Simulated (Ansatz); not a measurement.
Two structures of C$_{2}$H$_{7}$S, doublet, reached by relaxing down either side of one saddle point (PBE0-D4/def2-TZVP). Energies are electronic, without zero-point energy. Program: Ansatz 0.2.0. Basis: def2-TZVPP and def2-QZVPP. Cores are frozen in the correlated methods; orbitals are unrestricted. Extrapolation: Hartree–Fock as exp(−7.88 √X), correlation as X^−2.97. First:

H1  (-0.077, 0.328, 1.297)
C2  (0.264, 0.855, 0.402)
C3  (0.862, -0.104, -0.612)
S4  (-2.107, -2.156, 0.381)
H5  (-0.591, 1.395, -0.014)
H6  (0.995, 1.601, 0.723)
H7  (1.217, 0.424, -1.500)
H8  (1.709, -0.652, -0.192)
H9  (0.129, -0.844, -0.948)
H10  (-2.400, -0.846, 0.464)
(Å)

Second:

| atom | x (Å) | y (Å) | z (Å) |
| --- | --- | --- | --- |
| H1 | -1.1844 | -0.5972 | 0.5565 |
| C2 | 0.3198 | 1.0070 | 0.0391 |
| C3 | 1.1656 | 0.0659 | -0.7266 |
| S4 | -1.9230 | -1.7156 | 0.7434 |
| H5 | -0.3989 | 1.6411 | -0.4657 |
| H6 | 0.5525 | 1.2425 | 1.0706 |
| H7 | 2.0661 | 0.5628 | -1.1186 |
| H8 | 1.5155 | -0.7637 | -0.1065 |
| H9 | 0.6377 | -0.3473 | -1.5895 |
| H10 | -2.7507 | -1.0953 | 1.5973 |

Task: Which bonds change from the first to the second?

Result: C₂H₆ (CC) + HS → C₂H₅ ([CH2][CH3]) + H₂S; bonds formed: H1–S4; bonds broken: H1–C2.

Task: Give the saddle point's structure and its height above each. (An estimate is asked for; the value comes from the calculation.)

Result: By the calculation: 16.31 kcal/mol above the first and 3.95 kcal/mol above the second (CCSD(T) at an estimated basis limit (MP2 extrapolated from triple and quadruple zeta, plus CCSD(T) − MP2 in triple zeta)).
| atom | x (Å) | y (Å) | z (Å) |
| --- | --- | --- | --- |
| H1 | -0.8918 | -0.4411 | 0.4654 |
| C2 | 0.1265 | 0.7329 | 0.1198 |
| C3 | 1.1264 | 0.0259 | -0.7204 |
| S4 | -1.7909 | -1.5374 | 0.7526 |
| H5 | -0.5749 | 1.4054 | -0.3647 |
| H6 | 0.3995 | 1.0014 | 1.1357 |
| H7 | 1.9152 | 0.7163 | -1.0495 |
| H8 | 1.6170 | -0.7812 | -0.1718 |
| H9 | 0.6727 | -0.3933 | -1.6213 |
| H10 | -2.5995 | -0.7288 | 1.4542 |

The T1 diagnostic stays at or below 0.014. ⟨S²⟩ of the unrestricted Hartree–Fock references: 0.76 to 0.78 (a pure state has 0.75).

Labels in which every atom is bracketed show which atoms are joined, not bond orders.

For scale, one of the runs: CCSD(T)/def2-TZVPP, 202 basis functions, launched by `ansatz run in.yaml --threads 4 --pin off --events-out ev --progress --plain --max-ram 9574MiB`. Hardware: 4 CPU threads of an Arm Neoverse V1, shared host. Wall time 2.3 min; peak host memory 6.5 GiB.
